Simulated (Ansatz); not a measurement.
One geometry of C₃H₆ClFO, SMILES `CC(O)(Cl)CF`, several functionals.

```yaml
crystal:
  periodic: [false, false, false]
  atoms:
    - {symbol: C, position_ang: [-1.348208, -0.150080, 0.387819]}
    - {symbol: C, position_ang: [0.112481, 0.212340, 0.331246]}
    - {symbol: O, position_ang: [0.775945, -0.440284, 1.342145]}
    - {symbol: Cl, position_ang: [0.261305, 2.027986, 0.561132]}
    - {symbol: C, position_ang: [0.724836, -0.109734, -1.019542]}
    - {symbol: F, position_ang: [2.090329, 0.072243, -0.962455]}
    - {symbol: H, position_ang: [-1.753366, 0.134818, 1.357883]}
    - {symbol: H, position_ang: [-1.457188, -1.229920, 0.264148]}
    - {symbol: H, position_ang: [-1.906230, 0.365602, -0.393170]}
    - {symbol: H, position_ang: [1.722858, -0.303010, 1.215436]}
    - {symbol: H, position_ang: [0.316161, 0.528983, -1.803429]}
    - {symbol: H, position_ang: [0.538075, -1.164140, -1.247113]}
basis:
  gaussian: {orbitals: def2-TZVPP}
hamiltonian: {xc: pbe, dispersion: d4}
output: {forces: true, orbitals: {seedname: orbitals}}
```

```sh
$ ansatz run in.yaml --threads 4 --pin off --events-out ev --progress --plain --max-ram 10444MiB
```

Output, abridged:

```
Functional definition: PBE
1495 factors; their error is unknown
mean field evaluation 1: about -20472.4930 eV, gradient 7.9e1 eV
mean field evaluation 2: about -20443.8901 eV, gradient 1.4e2 eV
mean field evaluation 4: about -20485.0496 eV, gradient 1.0e1 eV
mean field evaluation 8: about -20485.2402 eV, gradient 2.9e-1 eV
mean field evaluation 16: about -20485.1980 eV, gradient 1.3e-2 eV
mean field -20485.19803839 eV, -752.8171425450 hartree, gradient 1.4e-5 eV, S^2 0.000000; 0 other end points of the search recorded, 0 dependent functions left out
reference -20485.19807765 eV, -752.8171439876 hartree; 29, 29 occupied and 252, 252 virtual orbitals, 1495 factors
Total energy: -20485.46020288 eV, -752.8267769123 hartree
Atom 0 at    -1.348208    -0.150080     0.387819 Å, force    -0.056296    -0.024125    -0.006862 eV/Å
Atom 1 at     0.112481     0.212340     0.331246 Å, force    -0.171049    -0.057083    -0.171524 eV/Å
Atom 2 at     0.775945    -0.440284     1.342145 Å, force    -0.194387    -0.368719     0.524606 eV/Å
Atom 3 at     0.261305     2.027986     0.561132 Å, force     0.030635     0.516017     0.045451 eV/Å
Atom 4 at     0.724836    -0.109734    -1.019542 Å, force    -0.348422    -0.037453    -0.082040 eV/Å
Atom 5 at     2.090329     0.072243    -0.962455 Å, force     0.707684     0.084998     0.000348 eV/Å
Atom 6 at    -1.753366     0.134818     1.357883 Å, force    -0.095543     0.054717     0.191050 eV/Å
Atom 7 at    -1.457188    -1.229920     0.264148 Å, force    -0.040626    -0.216156    -0.027860 eV/Å
Atom 8 at    -1.906230     0.365602    -0.393170 Å, force    -0.118167     0.094816    -0.144697 eV/Å
Atom 9 at     1.722858    -0.303010     1.215436 Å, force     0.465103     0.061451    -0.074763 eV/Å
Atom 10 at     0.316161     0.528983    -1.803429 Å, force    -0.111971     0.136540    -0.190921 eV/Å
Atom 11 at     0.538075    -1.164140    -1.247113 Å, force    -0.066960    -0.245002    -0.062789 eV/Å
Dipole moment:    -0.219043    -0.343045    -0.234419 e Å
```

Hardware: 4 threads of an Intel Xeon 6975P-C on a shared host. Wall time 1.8 s, peak host memory 0.41 GiB.

The same input with `hamiltonian: {xc: {name: CAM-B3LYP}, dispersion: d4}` and no forces (abridged; 2.5 s):

```
Functional definition: CAM-B3LYP
mean field evaluation 16: about -20496.7195 eV, gradient 1.2e-4 eV
mean field -20496.71946339 eV, -753.2405471041 hartree, gradient 3.7e-5 eV, S^2 0.000000
Total energy: -20496.93848961 eV, -753.2485961692 hartree
```

The same input with `hamiltonian: {xc: {name: LC-wPBE}}` and no forces (abridged; 1.9 s):

```
Functional definition: LC-wPBE
mean field evaluation 16: about -20491.3995 eV, gradient 4.4e-4 eV
mean field -20491.39949848 eV, -753.0450419997 hartree, gradient 3.2e-5 eV, S^2 0.000000
Total energy: -20491.39949849 eV, -753.0450419999 hartree
```

Changing it to `hamiltonian: {xc: pbe0, dispersion: d4}` and no forces (abridged; 2.2 s):

```
Functional definition: PBE0
mean field evaluation 16: about -20486.6389 eV, gradient 1.8e-4 eV
mean field -20486.63894017 eV, -752.8700947085 hartree, gradient 5.3e-5 eV, S^2 0.000000
Total energy: -20486.85823991 eV, -752.8781538254 hartree
```

Changing it to `hamiltonian: {xc: {name: wB97X-V}}` and no forces (abridged; 4.7 s):

```
Functional definition: wB97X-V
mean field evaluation 16: about -20495.1060 eV, gradient 4.0e-4 eV
mean field -20495.10600456 eV, -753.1812535858 hartree, gradient 3.7e-5 eV, S^2 0.000000
Total energy: -20495.10600274 eV, -753.1812535189 hartree
```

The same input with `hamiltonian: {xc: {name: r2SCAN0}, dispersion: d4}` and no forces (abridged; 3.1 s):

```
Functional definition: r2SCAN0
mean field evaluation 16: about -20493.4604 eV, gradient 1.7e-4 eV
mean field -20493.46035014 eV, -753.1207769012 hartree, gradient 2.2e-5 eV, S^2 0.000000
Total energy: -20493.53528025 eV, -753.1235305322 hartree
```
